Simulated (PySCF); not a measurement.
# Working out the electron affinity of C

C⁻ [He] 2s2 2p3 (4S) → C [He] 2s2 2p2 (3P). Computed with PySCF 2.14 in def2-TZVPPD (6s3p3d1f, 37 functions), with no relativity, point nucleus. Frozen: 1s2. Energies in hartree (1 hartree = 27.21139 eV):

```csv
part,C⁻ (lower),C (upper)
UHF,-37.703884,-37.692531
CCSD correlation,-0.109037,-0.086744
(T),-0.003847,-0.002081
```

Problem. What does Hartree-Fock give?

Solution. (-37.692531) − (-37.703884) = 0.011353 hartree = 0.309 eV.

Problem. What do CCSD and CCSD(T) give?

Solution. The CCSD correlation energies differ by 0.022293 hartree = 0.607 eV and the triples by 0.001766 hartree = 0.048 eV, so CCSD gives 0.916 eV and CCSD(T) 0.964 eV.

A first-order spin-orbit estimate adds -0.004 eV to CCSD(T) (valence), giving 0.960 eV against 1.262 eV (measured; photodetachment measurements, as compiled on the Wikipedia data page of electron affinities).

What remains against the reference includes basis incompleteness, the frozen core and higher excitations.
